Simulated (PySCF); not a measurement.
## Unknown compound

Molecular formula: CH$_{2}$F$_{2}$. Simulated spectra:

¹H NMR (400 MHz, computed): δ 5.68 (t, J = 57.1 Hz, 2H).

¹³C{¹H} NMR (computed): δ 111.3 (t, J = 308.3 Hz).

[PySCF: PBE0-D3(BJ)/def2-SVP structure; PBE0/pcSseg-1 with gauge-including orbitals; J couplings at B3LYP/pcJ-1; a single conformation; no solvent; rapidly exchanging positions averaged; non-relativistic]

Scale: ¹H (31.27 ppm), ¹³C (184.41 ppm) vs TMS (reference shieldings calculated alike).

**Question.** Propose a structure and justify it.

**Answer.** 
1. Rings plus π bonds: 0.
2. Carbon types of the structure: 1 × CH2, which accounts for all hydrogens.
3. δC 111.3: sp3 CH2 bonded to 2 F; 2 electronegative neighbours deshield it.
4. δH 5.68: hydrogen on an sp3 CH2 bonded to 2 F; its carbon carries F, which withdraws density.

The compound is `FCF`.

Common functionals overestimate the size of one-bond C–F couplings by tens of Hz; these are unscaled. Splittings below 1 Hz are ignored in the labels, and close J values are merged. Shifts are as computed. Against solution values, carbons near 30 ppm lie about +2 ppm off and those near 130 ppm about +5 ppm. Of 1211 compounds with measured shifts, 218 miss one by over three times the rms of a fit or turn the order of signals round; such compounds aren't used in these exercises.
